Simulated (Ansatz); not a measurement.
System: cubic perovskite SrTiO3 (cubic form, which distorts at low temperature). Method: r²SCAN+rVV10 in Ansatz (plane waves, PAW).

Numerical settings: plane-wave cutoff 560 eV, 10×10×10 k mesh, Fermi–Dirac smearing 0.01 eV, no spin polarisation, scalar-relativistic PAW data made under PBE.

The cell is scaled about its equilibrium volume:

```
V (Å³/atom)  P (GPa)  direct gap at Γ (eV)  smallest gap on the k mesh (eV)
-----------  -------  --------------------  -------------------------------
11.126         13.72                 2.724                            2.408
11.362          8.65                 2.697                            2.363
11.599          4.09                 2.667                            2.318
11.836          0.00                 2.635                            2.273
12.073         -3.67                 2.602                            2.228
12.309         -6.97                 2.568                            2.183
12.546         -9.93                 2.532                            2.139
```

The fundamental gap (2.27 eV at the equilibrium volume, with added k points) lies elsewhere than Γ–Γ.

Measured, for comparison: band gap 3.59 eV (zero-point renormalisation of 336 meV (experimental, the table's column) added back here, indirect; inputs from Miglio et al. (2020), arXiv:2011.12765).

Note: the relaxation could not lower the start's symmetry, so the cell can be a saddle point above a distorted one.

Spin–orbit coupling is not included.

Ansatz is a quantum-chemistry and plane-wave program.
